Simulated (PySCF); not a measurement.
Ligands exchanged one at a time, B F-NH2. All species are isolated molecules in the gas phase. Strings in code marks are SMILES.

The numbers are results of PBE-D3(BJ)/def2-TZVP // B3LYP-D3(BJ)/def2-TZVP in PySCF, not measurements. Excitations are Tamm–Dancoff values on a coarser integration grid. The basis has no diffuse functions, so Rydberg states are missing or too high.

```
species                                S1 excitation (TDA) (eV)  dipole moment (D)  S1–T1 gap (TDA) (eV)  S1 oscillator strength
-------------------------------------  ------------------------  -----------------  --------------------  ----------------------
0 of 3 F replaced by NH2 (`FB(F)F`)                         [?]               0.00                  0.26                     [?]
1 of 3 F replaced by NH2 (`FB(F)N`)                        7.15               2.69                   [?]                     [?]
2 of 3 F replaced by NH2 (`B(N)(N)F`)                      5.79               2.31                  0.25                   0.000
3 of 3 F replaced by NH2                                   5.24               0.03                  0.19                   0.000
```

**Question.** Fill in the missing entries.

**Answer.** 
- 0 of 3 F replaced by NH2 (`FB(F)F`), S1 excitation (TDA) (eV): 9.70
- 0 of 3 F replaced by NH2 (`FB(F)F`), S1 oscillator strength: 0.000
- 1 of 3 F replaced by NH2 (`FB(F)N`), S1–T1 gap (TDA) (eV): 0.39
- 1 of 3 F replaced by NH2 (`FB(F)N`), S1 oscillator strength: 0.045
